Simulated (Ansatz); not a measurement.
# BH3 (triplet): B97M-V, PBE0 over a scan of the distance B1–H3, cc-pVDZ

Aim: run BH3 (triplet) with these functionals over a scan of the distance B1–H3, and hold them against the top wave-function level at the same points.

Computed with Ansatz 0.2.0, Gaussian basis. Level: cc-pVDZ, all electrons in the functionals.

To be run: B97M-V, PBE0, at 0.934 Å; 1.059 Å; 1.186 Å; 1.307 Å; 1.473 Å; 1.624 Å; 1.902 Å; 2.185 Å; 2.644 Å; 3.153 Å; 4.080 Å.

16 further runs of the same task are left out: 15 that didn't finish, 1 set aside as unsound or not needed.

**1. What is computed**

The geometry derives from a PBE0/def2-TZVP stationary point (not a proven minimum). One bond is set to the value named and the two fragments are kept rigid.

4 atoms, charge 0, spin multiplicity 3.

Atoms are counted from 1 here; the program's logs count them from 0.

Bond lengths: B1–H2 1.281 Å, B1–H3 1.186 Å, B1–H4 1.281 Å. Angles: H2–B1–H3 117.7°, H2–B1–H4 49.8°, H3–B1–H4 117.7°.

No dispersion term is added; B97M-V holds VV10 nonlocal correlation.

The geometry shown and the zero of energy belong to the point 1.186 Å. The yardstick, FCI, and other wave-function levels (R restricted, U unrestricted, valence and pair active spaces) come from earlier runs.

**2. B97M-V, 0.934 Å**

in.yaml

```yaml
crystal:
  periodic: [false, false, false]
  atoms:
    - {symbol: B, position_ang: [-0.103660, 0.000008, 0.103614]}
    - {symbol: H, position_ang: [0.322650, 0.539087, -0.977325]}
    - {symbol: H, position_ang: [0.466618, -0.000037, 0.843303]}
    - {symbol: H, position_ang: [0.322567, -0.539134, -0.977326]}
basis:
  gaussian: {orbitals: cc-pVDZ}
magnetization: {spin_polarized: true, initial_magnetization: 2}
hamiltonian: {xc: {name: B97M-V}}
```

Started as:

```console
ansatz run in.yaml --threads 1 --pin off --events-out ev --progress --plain --max-ram 2393MiB
```

The runs that follow: B97M-V, 1.059 Å; B97M-V, 1.186 Å; B97M-V, 1.307 Å; B97M-V, 1.473 Å; B97M-V, 1.624 Å; B97M-V, 1.902 Å; B97M-V, 2.185 Å; B97M-V, 2.644 Å; B97M-V, 3.153 Å; B97M-V, 4.080 Å; PBE0, 0.934 Å; PBE0, 1.059 Å; PBE0, 1.186 Å; PBE0, 1.307 Å; PBE0, 1.473 Å; PBE0, 1.624 Å; PBE0, 1.902 Å; PBE0, 2.185 Å; PBE0, 2.644 Å; PBE0, 3.153 Å; PBE0, 4.080 Å.

**Question.** What will the summary of the whole plan be? Wanted: span of the FCI curve; largest miss, B97M-V; largest miss, PBE0.

The runs gave:

| quantity | value |
| --- | --- |
| span of the FCI curve | 3.936 eV |
| largest miss, B97M-V | +0.155 eV (4.080 Å) |
| largest miss, PBE0 | +0.324 eV (4.080 Å) |

**Reading.** Of the functionals, B97M-V keep the smallest largest miss at the points compared (at most 0.155 eV) and PBE0 strays most (0.324 eV, at 4.080 Å). PBE0 clearly breaks the spin symmetry at some points (⟨S²⟩ up to 0.31 above the pure value), so energy there is bought with a mixed spin. Functionals and the yardstick converge differently with the basis, so part of each miss in cc-pVDZ is the basis.
